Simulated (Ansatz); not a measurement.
A nudged elastic band was laid between two geometries of AlClH2 + H (5 atoms, charge 0, multiplicity 2).

Method: UKS PBE-D4/def2-SVP in Ansatz 0.2.0.

```yaml
movable_images: 5
climbing_image: yes
spring: 5.0 eV/Å²
optimiser: quadratic models (default)
start_path: through a guess of the saddle point
force_threshold: 0.05 eV/Å
iteration_limit: 60
end_points: relaxed
```

Initial state:

```xyz
5
Properties=species:S:1:pos:R:3
Al 0.007 0.000 -0.096
H 0.072 0.000 1.508
Cl 1.843 0.000 -1.153
H -1.334 0.000 -0.955
H -0.008 0.000 3.381
```

Final state:

```xyz
5
Properties=species:S:1:pos:R:3
Al 0.016 0.000 -0.527
H 0.027 0.000 2.735
Cl 1.867 0.000 -1.591
H -1.328 0.000 -1.438
H -0.002 0.000 3.505
```

**Question.** Which bonds break or form, and what moves?

**Answer.** Bonds broken: Al1–H2. Bonds formed: H2–H5. AlClH2 + H becomes AlClH + H2.

**Question.** What energy profile does the band end with?

**Answer.** The forces met the threshold. The highest image is number 0 of 0 to 6, 0.000 eV above the first end and 0.924 eV above the last; the last end lies 0.924 eV below the first. The highest image is an end point: on this band no image between the ends rises above it. A vibrational analysis next to that end finds imaginary modes (394i cm⁻¹), so it isn't a minimum.

```
image  path coordinate (Å)  energy (eV)  Al1–H2 (Å)  H2–H5 (Å)
    0                 0.00        0.000        1.61       1.87
    1                 0.15       -0.003        1.61       1.72
    2                 0.52       -0.189        1.82       1.19
    3                 0.90       -0.801        2.27       0.80
    4                 1.28       -0.886        2.61       0.78
    5                 1.65       -0.917        2.95       0.77
    6                 2.03       -0.924        3.26       0.77
```

The band took 10 iterations and of the order of 70 core-seconds.

Time of the run: 75 s on 1 thread of Arm Neoverse V2 (shared host), peak memory 0.11 GiB.
